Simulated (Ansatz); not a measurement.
**CH₅O₂+: a rigid scan of the bond length O1–C2**

One table from this session's results is given with a row withheld; the runs are named, their logs left out.

Method: single points in def2-TZVPP; program: Ansatz 0.2.0, Gaussian basis.

Levels: PBE-D4, r2SCAN-D4, PBE0-D4, B3LYP-D4, wB97M-V, Hartree-Fock, MP2, CCSD, CCSD(T). The scan takes 1.148, 1.194, 1.260, 1.338, 1.424, 1.517, 1.615, 1.719, 1.827 Å.

Correlated methods freeze the cores. B3LYP uses VWN-RPA correlation.

181 further runs of the same task are left out: 181 set aside as unsound or not needed.

## The system as given

The minimum, relaxed at PBE0-D4: 8 atoms, charge 1, spin multiplicity 1.

Atoms are counted from 1 here; the program's logs count them from 0.

Bond lengths: O1–C2 1.305 Å, O1–H4 0.968 Å, C2–H5 1.089 Å, C2–H6 1.087 Å, O3–H7 0.973 Å, O3–H8 0.973 Å. Angles: C2–O1–H4 113.4°, O1–C2–H5 118.7°, O1–C2–H6 112.3°, H5–C2–H6 116.2°, H7–O3–H8 109.3°.

Geometry (Å):

```xyz
8
charge 1, multiplicity 1
O    -1.2208    0.7197   -0.0775
C     0.0342    0.4927   -0.3536
O     0.4510   -0.8853    0.4922
H    -1.8336    0.2486   -0.6609
H     0.2965    0.1485   -1.3530
H     0.6950    1.2345    0.0880
H     0.1908   -0.8135    1.4272
H     1.3868   -1.1452    0.4375
```

Energies of the minimum (eV), from earlier single points: PBE-D4 -5200.89444, r2SCAN-D4 -5203.93494, PBE0-D4 -5200.98667, B3LYP-D4 -5206.84376, wB97M-V -5204.61871, CCSD(T) -5197.32372.

At the minimum the bond length O1–C2 is 1.305 Å.

The first run:

The input, pbe-tzvpp/in.yaml:

```yaml
crystal:
  periodic: [false, false, false]
  atoms:
    - {symbol: O, position_ang: [-1.220796, 0.719714, -0.077529]}
    - {symbol: C, position_ang: [-0.116689, 0.520035, -0.320385]}
    - {symbol: O, position_ang: [0.300068, -0.858039, 0.525381]}
    - {symbol: H, position_ang: [-1.833566, 0.248627, -0.660875]}
    - {symbol: H, position_ang: [0.145521, 0.175775, -1.319759]}
    - {symbol: H, position_ang: [0.544075, 1.261755, 0.121246]}
    - {symbol: H, position_ang: [0.039871, -0.786195, 1.460380]}
    - {symbol: H, position_ang: [1.235890, -1.117887, 0.470739]}
basis:
  gaussian: {orbitals: def2-TZVPP}
total_charge: 1
hamiltonian: {xc: pbe, dispersion: d4}
output: {forces: true}
```

r2scan-tzvpp/in.yaml differs from pbe-tzvpp/in.yaml so:

```diff
-hamiltonian: {xc: pbe, dispersion: d4}
+hamiltonian: {xc: r2scan, dispersion: d4}
```

pbe0-tzvpp/in.yaml:

```diff
-hamiltonian: {xc: pbe, dispersion: d4}
-output: {forces: true}
+hamiltonian: {xc: pbe0, dispersion: d4}
+output: {forces: true, orbitals: {seedname: orbitals}}
```

b3lyp-tzvpp/in.yaml:

```diff
-hamiltonian: {xc: pbe, dispersion: d4}
+hamiltonian: {xc: {name: B3LYP}, dispersion: d4}
```

wb97mv-tzvpp/in.yaml:

```diff
-hamiltonian: {xc: pbe, dispersion: d4}
-output: {forces: true}
+hamiltonian: {xc: {name: wB97M-V}}
```

ccsdt-tzvpp/in.yaml:

```diff
-hamiltonian: {xc: pbe, dispersion: d4}
-output: {forces: true}
+correlation: {method: ccsd_t}
```

One command serves all of them, each in its own folder.

Command:

```console
$ ansatz run in.yaml --threads 2 --pin off --events-out ev --progress --plain --max-ram 4352MiB
```

Steps of the session up to this table: O1–C2 = 1.148 Å; O1–C2 = 1.194 Å; O1–C2 = 1.260 Å; O1–C2 = 1.338 Å; O1–C2 = 1.424 Å; O1–C2 = 1.517 Å; O1–C2 = 1.615 Å; O1–C2 = 1.719 Å; O1–C2 = 1.827 Å.

One table of the session follows, with a row left open; its other results are not shown here.

Energies less that of the minimum at the same level (kcal/mol):

| bond length (Å) | PBE-D4 | PBE0-D4 | B3LYP-D4 | wB97M-V | Hartree-Fock |
| --- | --- | --- | --- | --- | --- |
| 1.148 | 23.8 | 21.4 | 22.4 | 22.4 | 20.0 |
| 1.194 | 11.4 | 9.7 | 10.4 | 10.3 | 8.6 |
| 1.260 | 2.1 | 1.4 | 1.7 | 1.6 | 0.9 |
| 1.305 (minimum) | 0.0 | 0.0 | 0.0 | 0.0 | 0.0 |
| 1.338 | 0.1 | 0.6 | 0.4 | 0.4 | 1.0 |
| 1.424 | 5.0 | 6.9 | 5.9 | 6.2 | 8.4 |
| 1.517 | 15.0 | 18.4 | 16.5 | 17.3 | 21.2 |
| 1.615 | ? | ? | ? | ? | ? |
| 1.719 | 43.0 | 49.5 | 45.6 | 47.9 | 56.0 |
| 1.827 | 58.3 | 66.3 | 61.4 | 64.7 | 75.1 |

Q: Estimate the row for bond length (Å) = 1.615 from the others.

Worked estimate for «PBE-D4». A straight line through the neighbours (1.517, 15.0) and (1.719, 43.0) gives 15.0 + (43.0 − 15.0) × (1.615 − 1.517) / (1.719 − 1.517) = 28.6; a parabola fitted to 4 rows on both sides gives 28.1.

As computed: PBE-D4: 28.2; PBE0-D4: 33.0; B3LYP-D4: 30.2; wB97M-V: 31.7; Hartree-Fock: 37.6. In «PBE-D4» the line misses by +0.4 and the parabola by -0.1.
